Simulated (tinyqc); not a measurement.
Worked calculation (part 1 of 2): CCSD on RHF in the sto-6g basis, frozen core, for H3O+, spin multiplicity 1. Computed by tinyqc, a small Python program that keeps every step (integrals from PySCF). Settings: charge = 1, multiplicity = 1, basis = sto-6g, method = RHF, frozen orbitals = 1, energy threshold = 1e-10, iteration cap = 62, orthogonalisation = symmetric, start = core, DIIS depth = 6, amplitude equations = CCSD, DIIS depth for amplitudes = 0, cap on updates = 51. Command: `OMP_NUM_THREADS=1 python tinyqc.py 21466 21467 out.jsonl` (the two numbers bound the seeds that draw the settings). One thread of a shared host (Intel(R) Xeon(R) Processor @ 2.60GHz), about 0.6 s of CPU time with the checks. The early iterations of the SCF are left out here.

## One-electron integrals

Geometry (angstrom):
```
atom          x          y         z
O      0.000000   0.000000  0.314000
H      0.975000   0.000000  0.000000
H     -0.487000   0.844000  0.000000
H     -0.487000  -0.844000  0.000000
```

Basis sto-6g: exponents (1/bohr^2) and contraction coefficients of normalised primitives:
```
element  l (shell)     exponent  coefficient
O            s (1)  1355.584234     0.009164
O            s (1)   248.544885     0.049361
O            s (1)    69.533902     0.168538
O            s (1)    23.886772     0.370563
O            s (1)     9.275933     0.416492
O            s (1)     3.820341     0.130334
O            s (2)    52.187762    -0.013253
O            s (2)    10.329320    -0.046992
O            s (2)     3.210345    -0.033785
O            s (2)     1.235135     0.250242
O            s (2)     0.536420     0.595117
O            s (2)     0.245881     0.240706
O            p (3)    52.187762     0.003760
O            p (3)    10.329320     0.037679
O            p (3)     3.210345     0.173897
O            p (3)     1.235135     0.418036
O            p (3)     0.536420     0.425860
O            p (3)     0.245881     0.101708
H            s (1)    35.523221     0.009164
H            s (1)     6.513144     0.049361
H            s (1)     1.822143     0.168538
H            s (1)     0.625955     0.370563
H            s (1)     0.243077     0.416492
H            s (1)     0.100112     0.130334
```

Overlap, kinetic and nuclear-attraction integrals over the contracted functions; the nuclear repulsion is the sum of Za Zb / Rab.

nuclear repulsion = 13.34362622 hartree

overlap S, lower triangle:
```
           1O 1s     1O 2s     1O 2px     1O 2py     1O 2pz     2H 1s     3H 1s     4H 1s
1O 1s   1.000000
1O 2s   0.231145  1.000000
1O 2px  0.000000  0.000000   1.000000
1O 2py  0.000000  0.000000   0.000000   1.000000
1O 2pz  0.000000  0.000000   0.000000   0.000000   1.000000
2H 1s   0.047514  0.433927   0.350840   0.000000  -0.112988  1.000000
3H 1s   0.047573  0.434267  -0.175430   0.304030  -0.113111  0.194738  1.000000
4H 1s   0.047573  0.434267  -0.175430  -0.304030  -0.113111  0.194738  0.194776  1.000000
```

kinetic energy T (hartree), lower triangle:
```
            1O 1s     1O 2s     1O 2px     1O 2py     1O 2pz      2H 1s      3H 1s     4H 1s
1O 1s   29.327197
1O 2s   -0.896024  0.842618
1O 2px   0.000000  0.000000   2.531309
1O 2py   0.000000  0.000000   0.000000   2.531309
1O 2pz   0.000000  0.000000   0.000000   0.000000   2.531309
2H 1s   -0.004473  0.097868   0.222154   0.000000  -0.071545   0.768522
3H 1s   -0.004460  0.098094  -0.111200   0.192715  -0.071697  -0.003781   0.768522
4H 1s   -0.004460  0.098094  -0.111200  -0.192715  -0.071697  -0.003781  -0.003775  0.768522
```

nuclear attraction V (hartree), lower triangle:
```
             1O 1s       1O 2s      1O 2px      1O 2py      1O 2pz      2H 1s      3H 1s      4H 1s
1O 1s   -62.808714
1O 2s    -6.509648  -10.536902
1O 2px    0.000008    0.000067  -10.575001
1O 2py    0.000000    0.000000    0.000000  -10.575198
1O 2pz    0.013203    0.150051   -0.000041    0.000000  -10.459264
2H 1s    -1.527642   -3.602558   -2.597782    0.000000    0.878939  -5.882720
3H 1s    -1.529585   -3.605960    1.299230   -2.251649    0.880049  -1.278267  -5.884637
4H 1s    -1.529585   -3.605960    1.299230    2.251649    0.880049  -1.278267  -1.278780  -5.884637
```

core Hamiltonian H = T + V (hartree), lower triangle:
```
             1O 1s      1O 2s     1O 2px     1O 2py     1O 2pz      2H 1s      3H 1s      4H 1s
1O 1s   -33.481517
1O 2s    -7.405672  -9.694284
1O 2px    0.000008   0.000067  -8.043692
1O 2py    0.000000   0.000000   0.000000  -8.043889
1O 2pz    0.013203   0.150051  -0.000041   0.000000  -7.927955
2H 1s    -1.532115  -3.504690  -2.375628   0.000000   0.807394  -5.114198
3H 1s    -1.534045  -3.507867   1.188030  -2.058933   0.808352  -1.282049  -5.116114
4H 1s    -1.534045  -3.507867   1.188030   2.058933   0.808352  -1.282049  -1.282555  -5.116114
```

## Two-electron integrals

Functions are numbered as in S; the eight-fold symmetry (ij|kl) = (ji|kl) = (kl|ij) leaves the list below.

Two-electron integrals (ij|kl) in chemists' order, unique and non-zero (hartree):
```
(11|11) 4.787491    (21|11) 0.675884    (21|21) 0.121505    (22|11) 1.117379
(22|21) 0.249212    (22|22) 0.817383    (31|31) 0.025762    (32|31) 0.039145
(32|32) 0.180664    (33|11) 1.117381    (33|21) 0.249212    (33|22) 0.817382
(33|33) 0.880663    (41|41) 0.025762    (42|41) 0.039145    (42|42) 0.180664
(43|43) 0.047461    (44|11) 1.117381    (44|21) 0.249212    (44|22) 0.817382
(44|33) 0.785741    (44|44) 0.880663    (51|51) 0.025762    (52|51) 0.039145
(52|52) 0.180664    (53|53) 0.047461    (54|54) 0.047461    (55|11) 1.117381
(55|21) 0.249212    (55|22) 0.817382    (55|33) 0.785741    (55|44) 0.785741
(55|55) 0.880663    (61|11) 0.148151    (61|21) 0.025527    (61|22) 0.051209
(61|31) 0.001188    (61|32) 0.002321    (61|33) 0.051399    (61|44) 0.051099
(61|51) -0.000383   (61|52) -0.000748   (61|53) -0.000096   (61|55) 0.051130
(61|61) 0.005466    (62|11) 0.359228    (62|21) 0.081236    (62|22) 0.294895
(62|31) 0.006189    (62|32) 0.045628    (62|33) 0.303300    (62|44) 0.290003
(62|51) -0.001993   (62|52) -0.014695   (62|53) -0.004282   (62|55) 0.291382
(62|61) 0.017157    (62|62) 0.132224    (63|11) 0.246464    (63|21) 0.056528
(63|22) 0.218873    (63|31) 0.012813    (63|32) 0.082833    (63|33) 0.237594
(63|44) 0.209007    (63|51) -0.001216   (63|52) -0.010306   (63|53) -0.006173
(63|55) 0.210019    (63|61) 0.012486    (63|62) 0.119327    (63|63) 0.125262
(64|41) 0.009036    (64|42) 0.050832    (64|43) 0.009417    (64|54) -0.003033
(64|64) 0.018725    (65|11) -0.079374   (65|21) -0.018205   (65|22) -0.070488
(65|31) -0.001216   (65|32) -0.010306   (65|33) -0.070452   (65|44) -0.067311
(65|51) 0.009428    (65|52) 0.054151    (65|53) 0.010429    (65|55) -0.073702
(65|61) -0.004021   (65|62) -0.038430   (65|63) -0.034310   (65|65) 0.029775
(66|11) 0.501622    (66|21) 0.115548    (66|22) 0.479619    (66|31) 0.011454
(66|32) 0.115312    (66|33) 0.512529    (66|44) 0.460463    (66|51) -0.003689
(66|52) -0.037136   (66|53) -0.016768   (66|55) 0.465863    (66|61) 0.024659
(66|62) 0.272105    (66|63) 0.280392    (66|65) -0.090300   (66|66) 0.774999
(71|11) 0.148339    (71|21) 0.025559    (71|22) 0.051274    (71|31) -0.000595
(71|32) -0.001162   (71|33) 0.051238    (71|41) 0.001031    (71|42) 0.002013
(71|43) -0.000130   (71|44) 0.051388    (71|51) -0.000383   (71|52) -0.000749
(71|53) 0.000048    (71|54) -0.000084   (71|55) 0.051195    (71|61) 0.005384
(71|62) 0.016554    (71|63) 0.011244    (71|64) 0.000464    (71|65) -0.003880
(71|66) 0.023461    (71|71) 0.005480    (72|11) 0.359574    (72|21) 0.081314
(72|22) 0.295163    (72|31) -0.003096   (72|32) -0.022821   (72|33) 0.293591
(72|41) 0.005365    (72|42) 0.039549    (72|43) -0.005760   (72|44) 0.300250
(72|51) -0.001996   (72|52) -0.014714   (72|53) 0.002143    (72|54) -0.003714
(72|55) 0.291649    (72|61) 0.016549    (72|62) 0.105433    (72|63) 0.072516
(72|64) 0.011453    (72|65) -0.029743   (72|66) 0.175706    (72|71) 0.017195
(72|72) 0.132446    (73|11) -0.123265   (73|21) -0.028271   (73|22) -0.109460
(73|31) 0.009990    (73|32) 0.058881    (73|33) -0.115164   (73|41) -0.001636
(73|42) -0.013861   (73|43) 0.010274    (73|44) -0.108184   (73|51) 0.000609
(73|52) 0.005157    (73|53) -0.003822   (73|54) 0.001361    (73|55) -0.105032
(73|61) -0.005214   (73|62) -0.026308   (73|63) -0.004222   (73|64) -0.002207
(73|65) 0.007228    (73|66) -0.031829   (73|71) -0.006253   (73|72) -0.059723
(73|73) 0.045403    (74|11) 0.213625    (74|21) 0.048996    (74|22) 0.189701
(74|31) -0.001636   (74|32) -0.013861   (74|33) 0.183260    (74|41) 0.011882
(74|42) 0.074905    (74|43) -0.008369   (74|44) 0.203816    (74|51) -0.001055
(74|52) -0.008937   (74|53) 0.001361    (74|54) -0.005396   (74|55) 0.182027
(74|61) 0.009966    (74|62) 0.068516    (74|63) 0.046698    (74|64) 0.021446
(74|65) -0.018971   (74|66) 0.115402    (74|71) 0.010836    (74|72) 0.103503
(74|73) -0.046173   (74|74) 0.098780    (75|11) -0.079476   (75|21) -0.018228
(75|22) -0.070576   (75|31) 0.000609    (75|32) 0.005157    (75|33) -0.068180
(75|41) -0.001055   (75|42) -0.008937   (75|43) 0.001361    (75|44) -0.069753
(75|51) 0.009439    (75|52) 0.054208    (75|53) -0.005217   (75|54) 0.009041
(75|55) -0.073795   (75|61) -0.003880   (75|62) -0.029750   (75|63) -0.020055
(75|64) -0.003221   (75|65) 0.022654    (75|66) -0.054128   (75|71) -0.004031
(75|72) -0.038507   (75|73) 0.017178    (75|74) -0.029770   (75|75) 0.029836
(76|11) 0.121378    (76|21) 0.027697    (76|22) 0.108172    (76|31) 0.000851
(76|32) 0.007314    (76|33) 0.108408    (76|41) 0.001473    (76|42) 0.012655
(76|43) 0.000413    (76|44) 0.108882    (76|51) -0.001096   (76|52) -0.009415
(76|53) -0.001045   (76|54) -0.001808   (76|55) 0.107224    (76|61) 0.005774
(76|62) 0.047246    (76|63) 0.039684    (76|64) 0.004785    (76|65) -0.015450
(76|66) 0.098754    (76|71) 0.005781    (76|72) 0.047281    (76|73) -0.015692
(76|74) 0.036781    (76|75) -0.015465   (76|76) 0.020603    (77|11) 0.501857
(77|21) 0.115601    (77|22) 0.479806    (77|31) -0.005728   (77|32) -0.057656
(77|33) 0.473650    (77|41) 0.009927    (77|42) 0.099922    (77|43) -0.022548
(77|44) 0.499717    (77|51) -0.003693   (77|52) -0.037175   (77|53) 0.008389
(77|54) -0.014538   (77|55) 0.466049    (77|61) 0.023443    (77|62) 0.175612
(77|63) 0.115837    (77|64) 0.030089    (77|65) -0.054091   (77|66) 0.310196
(77|71) 0.024702    (77|72) 0.272377    (77|73) -0.140241   (77|74) 0.243046
(77|75) -0.090422   (77|76) 0.098754    (77|77) 0.774999    (81|11) 0.148339
(81|21) 0.025559    (81|22) 0.051274    (81|31) -0.000595   (81|32) -0.001162
(81|33) 0.051238    (81|41) -0.001031   (81|42) -0.002013   (81|43) 0.000130
(81|44) 0.051388    (81|51) -0.000383   (81|52) -0.000749   (81|53) 0.000048
(81|54) 0.000084    (81|55) 0.051195    (81|61) 0.005384    (81|62) 0.016554
(81|63) 0.011244    (81|64) -0.000464   (81|65) -0.003880   (81|66) 0.023461
(81|71) 0.005391    (81|72) 0.016570    (81|73) -0.006026   (81|74) 0.009513
(81|75) -0.003885   (81|76) 0.005612    (81|77) 0.023472    (81|81) 0.005480
(82|11) 0.359574    (82|21) 0.081314    (82|22) 0.295163    (82|31) -0.003096
(82|32) -0.022821   (82|33) 0.293591    (82|41) -0.005365   (82|42) -0.039549
(82|43) 0.005760    (82|44) 0.300250    (82|51) -0.001996   (82|52) -0.014714
(82|53) 0.002143    (82|54) 0.003714    (82|55) 0.291649    (82|61) 0.016549
(82|62) 0.105433    (82|63) 0.072516    (82|64) -0.011453   (82|65) -0.029743
(82|66) 0.175706    (82|71) 0.016570    (82|72) 0.105520    (82|73) -0.046181
(82|74) 0.057110    (82|75) -0.029776   (82|76) 0.038566    (82|77) 0.175745
(82|81) 0.017195    (82|82) 0.132446    (83|11) -0.123265   (83|21) -0.028271
(83|22) -0.109460   (83|31) 0.009990    (83|32) 0.058881    (83|33) -0.115164
(83|41) 0.001636    (83|42) 0.013861    (83|43) -0.010274   (83|44) -0.108184
(83|51) 0.000609    (83|52) 0.005157    (83|53) -0.003822   (83|54) -0.001361
(83|55) -0.105032   (83|61) -0.005214   (83|62) -0.026308   (83|63) -0.004222
(83|64) 0.002207    (83|65) 0.007228    (83|66) -0.031829   (83|71) -0.006026
(83|72) -0.046181   (83|73) 0.034293    (83|74) -0.024456   (83|75) 0.012819
(83|76) -0.012553   (83|77) -0.083977   (83|81) -0.006253   (83|82) -0.059723
(83|83) 0.045403    (84|11) -0.213625   (84|21) -0.048996   (84|22) -0.189701
(84|31) 0.001636    (84|32) 0.013861    (84|33) -0.183260   (84|41) 0.011882
(84|42) 0.074905    (84|43) -0.008369   (84|44) -0.203816   (84|51) 0.001055
(84|52) 0.008937    (84|53) -0.001361   (84|54) -0.005396   (84|55) -0.182027
(84|61) -0.009966   (84|62) -0.068516   (84|63) -0.046698   (84|64) 0.021446
(84|65) 0.018971    (84|66) -0.115402   (84|71) -0.009513   (84|72) -0.057110
(84|73) 0.024456    (84|74) -0.017088   (84|75) 0.015768    (84|76) -0.021762
(84|77) -0.085315   (84|81) -0.010836   (84|82) -0.103503   (84|83) 0.046173
(84|84) 0.098780    (85|11) -0.079476   (85|21) -0.018228   (85|22) -0.070576
(85|31) 0.000609    (85|32) 0.005157    (85|33) -0.068180   (85|41) 0.001055
(85|42) 0.008937    (85|43) -0.001361   (85|44) -0.069753   (85|51) 0.009439
(85|52) 0.054208    (85|53) -0.005217   (85|54) -0.009041   (85|55) -0.073795
(85|61) -0.003880   (85|62) -0.029750   (85|63) -0.020055   (85|64) 0.003221
(85|65) 0.022654    (85|66) -0.054128   (85|71) -0.003885   (85|72) -0.029776
(85|73) 0.012819    (85|74) -0.015768   (85|75) 0.022676    (85|76) -0.012223
(85|77) -0.054145   (85|81) -0.004031   (85|82) -0.038507   (85|83) 0.017178
(85|84) 0.029770    (85|85) 0.029836    (86|11) 0.121378    (86|21) 0.027697
(86|22) 0.108172    (86|31) 0.000851    (86|32) 0.007314    (86|33) 0.108408
(86|41) -0.001473   (86|42) -0.012655   (86|43) -0.000413   (86|44) 0.108882
(86|51) -0.001096   (86|52) -0.009415   (86|53) -0.001045   (86|54) 0.001808
(86|55) 0.107224    (86|61) 0.005774    (86|62) 0.047246    (86|63) 0.039684
(86|64) -0.004785   (86|65) -0.015450   (86|66) 0.098754    (86|71) 0.005612
(86|72) 0.038566    (86|73) -0.012553   (86|74) 0.021762    (86|75) -0.012223
(86|76) 0.016959    (86|77) 0.066104    (86|81) 0.005781    (86|82) 0.047281
(86|83) -0.015692   (86|84) -0.036781   (86|85) -0.015465   (86|86) 0.020603
(87|11) 0.121433    (87|21) 0.027709    (87|22) 0.108213    (87|31) -0.001701
(87|32) -0.014612   (87|33) 0.109159    (87|44) 0.108213    (87|51) -0.001097
(87|52) -0.009421   (87|53) 0.002088    (87|55) 0.107267    (87|61) 0.005607
(87|62) 0.038548    (87|63) 0.025122    (87|65) -0.012215   (87|66) 0.066113
(87|71) 0.005784    (87|72) 0.047296    (87|73) -0.023994   (87|74) 0.032002
(87|75) -0.015471   (87|76) 0.016962    (87|77) 0.098777    (87|81) 0.005784
(87|82) 0.047296    (87|83) -0.023994   (87|84) -0.032002   (87|85) -0.015471
(87|86) 0.016962    (87|87) 0.020611    (88|11) 0.501857    (88|21) 0.115601
(88|22) 0.479806    (88|31) -0.005728   (88|32) -0.057656   (88|33) 0.473650
(88|41) -0.009927   (88|42) -0.099922   (88|43) 0.022548    (88|44) 0.499717
(88|51) -0.003693   (88|52) -0.037175   (88|53) 0.008389    (88|54) 0.014538
(88|55) 0.466049    (88|61) 0.023443    (88|62) 0.175612    (88|63) 0.115837
(88|64) -0.030089   (88|65) -0.054091   (88|66) 0.310196    (88|71) 0.023472
(88|72) 0.175745    (88|73) -0.083977   (88|74) 0.085315    (88|75) -0.054145
(88|76) 0.066104    (88|77) 0.310219    (88|81) 0.024702    (88|82) 0.272377
(88|83) -0.140241   (88|84) -0.243046   (88|85) -0.090422   (88|86) 0.098754
(88|87) 0.098777    (88|88) 0.774999
```

## Orthogonalisation

S = U s U^T; symmetric (Loewdin) form X = U s^(-1/2) U^T, so that X^T S X = 1.

eigenvalues of S: 0.367420  0.461757  0.462048  0.936721  1.049417  1.343227  1.343467  2.035943

X, lower triangle:
```
            1O 1s      1O 2s     1O 2px     1O 2py    1O 2pz      2H 1s      3H 1s     4H 1s
1O 1s    1.023336
1O 2s   -0.142388   1.274128
1O 2px   0.000005  -0.000103   1.099776
1O 2py   0.000000   0.000000   0.000000   1.099932
1O 2pz   0.005794  -0.064681   0.000033   0.000000  1.016520
2H 1s    0.017642  -0.244967  -0.242173   0.000000  0.062755   1.171344
3H 1s    0.017655  -0.245312   0.121135  -0.209946  0.062868  -0.062765   1.171647
4H 1s    0.017655  -0.245312   0.121135   0.209946  0.062868  -0.062765  -0.062786  1.171647
```

## Iteration 8 (converged): orbitals

converged F (hartree), lower triangle:
```
             1O 1s      1O 2s     1O 2px     1O 2py     1O 2pz      2H 1s      3H 1s      4H 1s
1O 1s   -21.105174
1O 2s    -5.099151  -2.854416
1O 2px    0.000007   0.000095  -0.871653
1O 2py    0.000000   0.000000   0.000000  -0.871872
1O 2pz    0.019308   0.099404  -0.000050   0.000000  -0.892849
2H 1s    -1.055262  -1.106145  -0.604377   0.000000   0.234213  -0.828042
3H 1s    -1.056583  -1.107106   0.302182  -0.523673   0.234436  -0.369133  -0.828694
4H 1s    -1.056583  -1.107106   0.302182   0.523673   0.234436  -0.369133  -0.369316  -0.828694
```

Diagonalise F' = X^T F X, C = X C', fill 5 alpha and 5 beta electrons from the bottom; D = 2 C_occ C_occ^T. Each column has its largest component positive (the first on a tie).

F' = X^T F X (hartree), lower triangle:
```
            1          2          3          4          5          6          7          8
1  -20.772616
2   -2.527259  -1.638246
3   -0.000006  -0.000064  -0.611713
4    0.000000   0.000000   0.000000  -0.611612
5    0.027805  -0.038195   0.000017   0.000000  -0.848330
6   -0.167459  -0.463086  -0.504065   0.000000   0.148770  -0.308649
7   -0.167826  -0.463604   0.252049  -0.436810   0.148962  -0.074459  -0.308516
8   -0.167826  -0.463604   0.252049   0.436810   0.148962  -0.074459  -0.074513  -0.308516
```

orbital energies (hartree): MO1 -21.108253, MO2 -1.761937, MO3 -1.068759, MO4 -1.068520, MO5 -0.904012, MO6 0.057495, MO7 0.222643, MO8 0.223144

coefficients C:
```
              MO1        MO2        MO3        MO4        MO5        MO6        MO7        MO8
1O 1s    0.996674  -0.227895   0.000000  -0.000040  -0.056140  -0.141460  -0.000232   0.000000
1O 2s    0.015815   0.880454   0.000000   0.000245   0.296661   0.982224   0.001814   0.000000
1O 2px  -0.000002  -0.000092   0.000000   0.707632  -0.000190   0.001249  -0.892613   0.000000
1O 2py   0.000000   0.000000   0.707541   0.000000   0.000000   0.000000   0.000000   0.892967
1O 2pz  -0.001943  -0.107083   0.000000   0.000191   0.942279  -0.387312  -0.000704   0.000000
2H 1s   -0.002858   0.094252   0.000000   0.404743  -0.098237  -0.641845   0.953157   0.000000
3H 1s   -0.002862   0.094368   0.350476  -0.202305  -0.098160  -0.640178  -0.478056  -0.826533
4H 1s   -0.002862   0.094368  -0.350476  -0.202305  -0.098160  -0.640178  -0.478056   0.826533
```

D after iteration 8, lower triangle:
```
            1O 1s     1O 2s     1O 2px     1O 2py     1O 2pz      2H 1s      3H 1s     4H 1s
1O 1s    2.096896
1O 2s   -0.403086  1.726914
1O 2px   0.000003  0.000073   1.001486
1O 2py   0.000000  0.000000   0.000000   1.001229
1O 2pz  -0.060867  0.370450  -0.000069   0.000000   1.798722
2H 1s   -0.037658  0.107790   0.572838   0.000000  -0.205153   0.364718
3H 1s   -0.037679  0.107744  -0.286295   0.495952  -0.205266  -0.126672   0.364620
4H 1s   -0.037679  0.107744  -0.286295  -0.495952  -0.205266  -0.126672  -0.126714  0.364620
```

## Convergence

Stop when the energy changes by less than 1e-10 hartree and every element of the error matrix X^T (F D S - S D F) X is below 3e-06.

Course of the cycle:
```
iteration   E (hartree)     change  largest element of the error matrix
1          -74.03585079          -                             7.19e-01
2          -75.96267149  -1.93e+00                             2.44e-01
3          -76.03790795  -7.52e-02                             2.13e-02
4          -76.03889636  -9.88e-04                             4.00e-03
5          -76.03894281  -4.64e-05                             1.44e-03
6          -76.03895039  -7.58e-06                             1.13e-04
7          -76.03895045  -5.94e-08                             1.60e-06
8          -76.03895045  -3.41e-12                             4.34e-08
```

PySCF RHF in the same basis = -76.03895045 hartree

Converged in 8 iterations.
